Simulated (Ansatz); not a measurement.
`O=CC(F)(F)Cl`. Charge 0, multiplicity 1.

```xyz
7

O     1.538    0.601   -0.910
C     0.538    0.714   -0.277
C    -0.362   -0.481    0.069
F    -0.018   -1.572   -0.593
F    -1.632   -0.180   -0.231
Cl   -0.225   -0.755    1.813
H     0.161    1.672    0.130
```

Q: What are the harmonic wavenumbers in cm⁻¹ at PBE0-D4/def2-TZVP (Ansatz, finite differences of forces, unscaled)? (Best estimate.)

A: Ansatz gave: 89, 249, 265, 347, 423, 458, 622, 788, 921, 1040, 1178, 1282, 1394, 1881, 2977.

Q: Is this a minimum?

A: Yes, all 15 modes are real.

Q: Give the ideal-gas thermochemistry at 298.15 K and 1 bar (rigid rotor, harmonic oscillator; point group C1, symmetry number 1).

A: Zero-point energy 83.2 kJ/mol; H(298) − E = 100.9 kJ/mol; entropy 327.0 J/(mol·K), of which translation 168.0, rotation 113.8, vibration 45.2; G(298) − E = 3.5 kJ/mol. Modes under 100 cm⁻¹ are hindered rotations or soft bends, so the harmonic entropy is rough.

Q: And at 400, 500, 600, 800 and 1000 K?

A: 
```json
{"T (K)": "400", "H − E (kJ/mol)": "110.5", "S (J/mol/K)": "354.4", "G − E (kJ/mol)": "-31.3"}
{"T (K)": "500", "H − E (kJ/mol)": "121.0", "S (J/mol/K)": "377.9", "G − E (kJ/mol)": "-67.9"}
{"T (K)": "600", "H − E (kJ/mol)": "132.5", "S (J/mol/K)": "398.9", "G − E (kJ/mol)": "-106.8"}
{"T (K)": "800", "H − E (kJ/mol)": "157.5", "S (J/mol/K)": "434.7", "G − E (kJ/mol)": "-190.2"}
{"T (K)": "1000", "H − E (kJ/mol)": "184.3", "S (J/mol/K)": "464.5", "G − E (kJ/mol)": "-280.3"}
```

Q: Rotational constants (cm⁻¹)?

A: 0.1307, 0.08084, 0.06926.
